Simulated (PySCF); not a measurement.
CF3NH2.
Bonds: N1–C2, C2–F3, C2–F4, C2–F5. Hydrogens: H6, H7 on N1.

All values: wB97X-D/pcSseg-2 (PySCF, non-relativistic), on one gas-phase PBE0-D3(BJ)/def2-TZVP geometry that isn't relaxed in the solvent. The solvent is an IEF-PCM continuum (Bondi radii, 1.10 Å for H, scaled by 1.2). Specific hydrogen bonds and non-electrostatic terms are outside this model.

Gas phase at wB97X-D/pcSseg-2: HOMO -10.89 eV, LUMO 2.16 eV, dipole 2.52 D.

Question: What does the continuum do to the energy, the frontier levels and the dipole at wB97X-D/pcSseg-2 in chloroform?

Answer: 
```csv
solvent,ε,E(solvent) − E(gas) (kJ/mol),polarisation term (kJ/mol),distortion of the solute (kJ/mol),HOMO (eV),LUMO (eV),dipole (D)
chloroform,4.711,-18.00,-19.77,1.77,-10.66,2.70,2.90
```

The first energy column is the sum of the next two and covers electrostatics alone.

Question: Which radius a makes the point-dipole formula ΔE = −[(ε − 1)/(2ε + 1)]·μ²/a³ give the value in chloroform, with the gas-phase dipole?

Answer: μ = 0.993 au and |ΔE| = 0.00686 Eh give a = 1.96 Å; the farthest nucleus lies 1.63 Å from the centroid of the nuclei. The formula assumes a rigid point dipole at the centre of a sphere.

Hardware: Arm Neoverse N1, one thread, on a shared host. Cost: 29 s, 0.81 GiB resident at most. This is the whole shielding run at wB97X-D/pcSseg-2 in chloroform, SCF included.

The values belong to the conformer `[NH2:1][C:2]([F:3])([F:4])[F:5]`: H–N1–C2–F3 -60°, H–N1–C2–F3 176°.

Note: wB97X-D ran without an empirical dispersion term, which enters the total energy and its gradient alone.
